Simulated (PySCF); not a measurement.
PySCF input (PW6B95/def2-TZVPD):

```python
from pyscf import gto, scf, dft

mol = gto.M(
    atom='''
    C     0.24243516   -0.19849135   -1.22253028
    C    -0.03825523   -0.01277160    0.02051421
    H    -0.23057535   -0.63963619   -2.07626433
    O    -0.12431303    0.23840173    1.16104509
    ''',
    basis='def2-tzvpd',
    charge=0,
    spin=1,
    verbose=4,
)

mf = dft.UKS(mol, xc='pw6b95').density_fit(auxbasis='def2-universal-jkfit')
mf.grids.level = 3
mf.conv_tol = 1e-9
mf.max_cycle = 100
mf.max_memory = 1500
mf.kernel()
if not mf.converged:
    mf = mf.newton()
    mf.kernel(mf.make_rdm1())
for _ in range(2):
    mo, _, stable, _ = mf.stability(return_status=True)
    if stable:
        break
    mf.kernel(mf.make_rdm1(mo, mf.mo_occ))
mf.analyze()
```

Output:

```
PySCF version 2.14.0

[INPUT] verbose = 4
[INPUT] num. atoms = 4
[INPUT] num. electrons = 21
[INPUT] charge = 0
[INPUT] spin (= nelec alpha-beta = 2S) = 1
[INPUT] symmetry False subgroup None
[INPUT] Mole.unit = angstrom
[INPUT] Symbol           X                Y                Z      unit          X                Y                Z       unit  Magmom
[INPUT]  1 C      0.242435160000  -0.198491350000  -1.222530280000 AA    0.458136055365  -0.375094289595  -2.310247408188 Bohr   0.0
[INPUT]  2 C     -0.038255230000  -0.012771600000   0.020514210000 AA   -0.072291907532  -0.024134826172   0.038766238562 Bohr   0.0
[INPUT]  3 H     -0.230575350000  -0.639636190000  -2.076264330000 AA   -0.435724262576  -1.208737218460  -3.923570945904 Bohr   0.0
[INPUT]  4 O     -0.124313030000   0.238401730000   1.161045090000 AA   -0.234917580415   0.450513977323   2.194057238371 Bohr   0.0

nuclear repulsion = 52.5186090343084
number of shells = 45
number of NR pGTOs = 170
number of NR cGTOs = 123
basis = def2-tzvpd
ecp = {}

******** <class 'pyscf.df.df_jk.DFUKS'> ********
method = DFUKS
initial guess = minao
damping factor = 0
level_shift factor = 0
DIIS = <class 'pyscf.scf.diis.CDIIS'>
diis_start_cycle = 1
diis_space = 8
diis_damp = 0
SCF conv_tol = 1e-09
SCF conv_tol_grad = None
SCF max_cycles = 100
direct_scf = False
number electrons alpha = 11  beta = 10
XC library pyscf.dft.libxc version 7.1.2
    S. Lehtola, C. Steigemann, M. J. T. Oliveira, and M. A. L. Marques,  SoftwareX 7, 1–5 (2018)
XC functionals = pw6b95
    Y. Zhao and D. G. Truhlar,  J. Phys. Chem. A 109, 5656 (2005)
radial grids:
    Treutler-Ahlrichs [JCP 102, 346 (1995); DOI:10.1063/1.469408] (M4) radial grids

becke partition: Becke, JCP 88, 2547 (1988); DOI:10.1063/1.454033
pruning grids: <function nwchem_prune>
grids dens level: 3
symmetrized grids: False
atomic radii adjust function: <function treutler_atomic_radii_adjust>
small_rho_cutoff = 0
Set gradient conv threshold to 3.16228e-05
tot grids = 52128
******** <class 'pyscf.df.df.DF'> ********
auxbasis = def2-universal-jkfit
init E= -152.579068366552
  alpha nocc = 11  HOMO = -0.268763918068221  LUMO = -0.030259846830301
  beta  nocc = 10  HOMO = -0.283732229062645  LUMO = -0.26876391806822

WARN: HOMO -0.268763918068221 >= LUMO -0.26876391806822

cycle= 1 E= -152.091744980795  delta_E= 0.487  |g|= 0.451  |ddm|= 1.63
[...]
  beta  nocc = 10  HOMO = -0.280048787708342  LUMO = -0.164486185201739
  HOMO = -0.280048787708  LUMO = -0.164486185202  gap/eV = 3.14462
Extra cycle  E= -152.170315218952  delta_E= -3.18e-11  |g|= 8.31e-06  |ddm|= 1.41e-05
converged SCF energy = -152.170315218952  <S^2> = 0.75842911  2S+1 = 2.0084114
uhf_internal: lowest eigs of H = [0.02148557 0.2580606  0.35285079]
<class 'pyscf.df.df_jk.DFUKS'> wavefunction is stable in the internal stability analysis
**** SCF Summaries ****
Total Energy =                        -152.170315218951885
Nuclear Repulsion Energy =              52.518609034308447
One-electron Energy =                 -309.469171981766635
Two-electron Energy =                  104.780247728506311
Two-electron Coulomb Energy =          124.691379303214859
DFT Exchange-Correlation Energy =      -19.911131574708556
HOMO-LUMO gap [eV] =                     3.144618586283006
**** MO energy ****
                             alpha | beta                alpha | beta
MO #1   energy= -19.3781369456347  | -19.3699940797298  occ= 1 | 1
MO #2   energy= -10.4198055121051  | -10.4203172329955  occ= 1 | 1
MO #3   energy= -10.3475055082461  | -10.3384482838436  occ= 1 | 1
MO #4   energy= -1.16510123825151  | -1.14986864294699  occ= 1 | 1
MO #5   energy= -0.822487643110161 | -0.791663013809174 occ= 1 | 1
MO #6   energy= -0.580947279491852 | -0.5687031852971   occ= 1 | 1
MO #7   energy= -0.537738604282218 | -0.528117365541281 occ= 1 | 1
MO #8   energy= -0.506051135940705 | -0.476924364475388 occ= 1 | 1
MO #9   energy= -0.482427772571963 | -0.461236406896711 occ= 1 | 1
MO #10  energy= -0.313872986819667 | -0.280048787708342 occ= 1 | 1
MO #11  energy= -0.296463099091161 | -0.164486185201739 occ= 1 | 0
MO #12  energy= -0.00136951293090871 | 0.00143487929363967 occ= 0 | 0
MO #13  energy= 0.0107493327270792 | 0.015020539558549  occ= 0 | 0
MO #14  energy= 0.0343411374961412 | 0.0458890092340938 occ= 0 | 0
MO #15  energy= 0.0448345671660634 | 0.0596438362960828 occ= 0 | 0
MO #16  energy= 0.0715952030547876 | 0.0735108632899523 occ= 0 | 0
MO #17  energy= 0.072766205081615  | 0.084654610228945  occ= 0 | 0
MO #18  energy= 0.0901044812659444 | 0.0911157918910824 occ= 0 | 0
MO #19  energy= 0.130334071373323  | 0.134179799819008  occ= 0 | 0
MO #20  energy= 0.145016434036783  | 0.148994137964168  occ= 0 | 0
MO #21  energy= 0.158109079282439  | 0.165200734100151  occ= 0 | 0
MO #22  energy= 0.174052182476793  | 0.176806237315001  occ= 0 | 0
MO #23  energy= 0.180930114094563  | 0.194237455328135  occ= 0 | 0
MO #24  energy= 0.194283936219962  | 0.195560379612742  occ= 0 | 0
MO #25  energy= 0.241439485752846  | 0.245300605739051  occ= 0 | 0
MO #26  energy= 0.249977201920013  | 0.251891618891678  occ= 0 | 0
MO #27  energy= 0.276144839573418  | 0.277181795472578  occ= 0 | 0
MO #28  energy= 0.277967584799315  | 0.278910317422071  occ= 0 | 0
MO #29  energy= 0.292087657140002  | 0.293985129128602  occ= 0 | 0
MO #30  energy= 0.296116662121647  | 0.302752335109719  occ= 0 | 0
MO #31  energy= 0.301443358419456  | 0.30575186577251   occ= 0 | 0
MO #32  energy= 0.327251135282126  | 0.328626281898365  occ= 0 | 0
MO #33  energy= 0.329973303628852  | 0.335698174194802  occ= 0 | 0
MO #34  energy= 0.374317717085158  | 0.377440387115247  occ= 0 | 0
MO #35  energy= 0.37764117066627   | 0.382141789450999  occ= 0 | 0
MO #36  energy= 0.403447808424506  | 0.405645545514872  occ= 0 | 0
MO #37  energy= 0.455876469011617  | 0.457291796418811  occ= 0 | 0
MO #38  energy= 0.483075689247908  | 0.484644229787406  occ= 0 | 0
MO #39  energy= 0.512427397886064  | 0.516038227503692  occ= 0 | 0
MO #40  energy= 0.512887946953349  | 0.519876856067716  occ= 0 | 0
MO #41  energy= 0.534338764992027  | 0.537405927357153  occ= 0 | 0
MO #42  energy= 0.534842027090158  | 0.537887236098486  occ= 0 | 0
MO #43  energy= 0.566567372427301  | 0.575029365924173  occ= 0 | 0
MO #44  energy= 0.599144394545396  | 0.601904640537365  occ= 0 | 0
MO #45  energy= 0.612288655587587  | 0.616251754497972  occ= 0 | 0
MO #46  energy= 0.657236068454605  | 0.661512385104686  occ= 0 | 0
MO #47  energy= 0.695423765773798  | 0.699753916560521  occ= 0 | 0
MO #48  energy= 0.712886404326165  | 0.718198949717161  occ= 0 | 0
MO #49  energy= 0.742582717935843  | 0.759271136007403  occ= 0 | 0
MO #50  energy= 0.780366642782518  | 0.790658765333792  occ= 0 | 0
MO #51  energy= 0.844878777187517  | 0.846491267317976  occ= 0 | 0
MO #52  energy= 0.874799914681209  | 0.885229674895534  occ= 0 | 0
MO #53  energy= 0.875154632600677  | 0.889891946709459  occ= 0 | 0
MO #54  energy= 0.904104179803298  | 0.906678496649953  occ= 0 | 0
MO #55  energy= 0.953438524168796  | 0.971386931674933  occ= 0 | 0
MO #56  energy= 0.960280066638752  | 0.973961639454664  occ= 0 | 0
MO #57  energy= 0.963258484406813  | 0.975388692451844  occ= 0 | 0
MO #58  energy= 1.09257225522261   | 1.10041075132975   occ= 0 | 0
MO #59  energy= 1.13803846638914   | 1.14332430914812   occ= 0 | 0
MO #60  energy= 1.26859428594264   | 1.27490979228105   occ= 0 | 0
MO #61  energy= 1.29129072552695   | 1.31131796537895   occ= 0 | 0
MO #62  energy= 1.39392932866396   | 1.39667468536471   occ= 0 | 0
MO #63  energy= 1.48723724143305   | 1.50306220328164   occ= 0 | 0
MO #64  energy= 1.53995770610536   | 1.54961423221983   occ= 0 | 0
MO #65  energy= 1.61089445095555   | 1.61288428057576   occ= 0 | 0
MO #66  energy= 1.71860276257132   | 1.73496528164754   occ= 0 | 0
MO #67  energy= 1.73470510637253   | 1.74953651857415   occ= 0 | 0
MO #68  energy= 1.75180435830677   | 1.76289436750363   occ= 0 | 0
MO #69  energy= 1.77541232157067   | 1.80172111069257   occ= 0 | 0
MO #70  energy= 1.84634665766093   | 1.85354287011334   occ= 0 | 0
MO #71  energy= 1.90036059140292   | 1.90727346886645   occ= 0 | 0
MO #72  energy= 1.95676469570543   | 1.96196721592295   occ= 0 | 0
MO #73  energy= 1.97634646090111   | 1.98732035062431   occ= 0 | 0
MO #74  energy= 2.04127435786095   | 2.04455271268917   occ= 0 | 0
MO #75  energy= 2.20586388443082   | 2.22231273141699   occ= 0 | 0
MO #76  energy= 2.27652691414328   | 2.29197180468904   occ= 0 | 0
MO #77  energy= 2.34051457389726   | 2.3495819444482    occ= 0 | 0
MO #78  energy= 2.40997912315654   | 2.42286587206094   occ= 0 | 0
MO #79  energy= 2.49549914393794   | 2.51472386068407   occ= 0 | 0
MO #80  energy= 2.53568199232      | 2.54723431138623   occ= 0 | 0
MO #81  energy= 2.60251267440097   | 2.60932052359539   occ= 0 | 0
MO #82  energy= 2.63298588780901   | 2.65123962652479   occ= 0 | 0
MO #83  energy= 2.66840568280623   | 2.68158915347662   occ= 0 | 0
MO #84  energy= 2.71656826377761   | 2.74854750403561   occ= 0 | 0
MO #85  energy= 2.7746040247283    | 2.78995193999201   occ= 0 | 0
MO #86  energy= 2.88348536791586   | 2.89992629114      occ= 0 | 0
MO #87  energy= 2.90257058077579   | 2.92726945056026   occ= 0 | 0
MO #88  energy= 2.93823170446737   | 2.96011103721412   occ= 0 | 0
MO #89  energy= 2.97144852407835   | 2.98608222155236   occ= 0 | 0
MO #90  energy= 3.05548615203006   | 3.06258862228092   occ= 0 | 0
MO #91  energy= 3.06136371236498   | 3.0698691688899    occ= 0 | 0
MO #92  energy= 3.10423989876743   | 3.12061476422671   occ= 0 | 0
MO #93  energy= 3.10807874869879   | 3.14560164916305   occ= 0 | 0
MO #94  energy= 3.13469649176939   | 3.14677802644199   occ= 0 | 0
MO #95  energy= 3.14444899123759   | 3.16824873130866   occ= 0 | 0
MO #96  energy= 3.19714346738283   | 3.20932640523024   occ= 0 | 0
MO #97  energy= 3.31421111949119   | 3.32587561157597   occ= 0 | 0
MO #98  energy= 3.58034231138396   | 3.60401332688695   occ= 0 | 0
MO #99  energy= 3.61491281805443   | 3.63286503192309   occ= 0 | 0
MO #100 energy= 3.67774713628437   | 3.69139214792117   occ= 0 | 0
MO #101 energy= 3.78847807720639   | 3.79972235692938   occ= 0 | 0
MO #102 energy= 3.84586036195103   | 3.86959789952786   occ= 0 | 0
MO #103 energy= 4.01861352477572   | 4.02767146818737   occ= 0 | 0
MO #104 energy= 4.48683761378491   | 4.5170455793314    occ= 0 | 0
[...]
```

It need not be the lowest isomer of its formula.
